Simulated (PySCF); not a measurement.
# Basis set benchmark on one molecule

Molecule: SMILES C=CC(=O)F, C3H3FO.

Molfile (atoms numbered from 1):
```
C3H3FO
     RDKit          3D

  8  7  0  0  0  0  0  0  0  0999 V2000
    0.9872    0.7719   -0.0772 C   0  0  0  0  0  0  0  0  0  0  0  0
    0.1410   -0.1013    0.4733 C   0  0  0  0  0  0  0  0  0  0  0  0
   -0.9898   -0.6348   -0.3103 C   0  0  0  0  0  0  0  0  0  0  0  0
   -1.2779   -0.3954   -1.4357 O   0  0  0  0  0  0  0  0  0  0  0  0
   -1.7252   -1.4821    0.4223 F   0  0  0  0  0  0  0  0  0  0  0  0
    0.8450    1.0942   -1.1130 H   0  0  0  0  0  0  0  0  0  0  0  0
    1.8321    1.1794    0.4828 H   0  0  0  0  0  0  0  0  0  0  0  0
    0.2444   -0.4508    1.5032 H   0  0  0  0  0  0  0  0  0  0  0  0
  1  2  2  0
  2  3  1  0
  3  4  2  0
  3  5  1  0
  1  6  1  0
  1  7  1  0
  2  8  1  0
M  END
```

Geometry PBE0-D3(BJ)/def2-SVP throughout; GIAO in PySCF 2.14.0 with density-fitted response routines, gas phase, one conformer, non-relativistic; equivalent atoms averaged; functional PBE0.

Reference values (measured; solution, not stated per compound (mostly CDCl3 or CCl4); Pretsch, Buehlmann, Badertscher, Structure Determination of Organic Compounds, 4th ed. (2009)): δ(H8) = 6.14 ppm, δ(H7) = 6.25 ppm, δ(H6) = 6.60 ppm. Computed shifts are taken against TMS, calculated as an isolated molecule at each level.

Task: How do the basis sets STO-3G, 6-31G, 6-31G*, def2-SVP, 6-311+G(2d,p), def2-TZVP perform against the reference? Times are CPU seconds on 1 thread of an Intel Xeon Platinum 8488C, shared host.

Result: 
```tsv
basis set	functions	H8	H7	H6	mean abs. error H	core-s
STO-3G	28	6.26	5.97	6.57	0.14	1.4
6-31G	51	6.40	6.63	7.50	0.51	2.9
6-31G*	76	5.93	6.22	6.99	0.21	3.8
def2-SVP	85	5.88	6.24	7.02	0.23	4.1
6-311+G(2d,p)	153	6.32	6.39	7.21	0.31	8.6
def2-TZVP	173	6.30	6.39	7.21	0.30	11
```

For ¹H the closest is STO-3G (0.14 ppm) and the furthest 6-31G (0.51 ppm). Where a smaller basis beats a larger one, errors probably cancel. One molecule is a small sample, and vibrational and solvent effects are absent from the calculation.

A small basis that lands close on one nucleus may do so by chance; judge by the trend and by all nuclei.
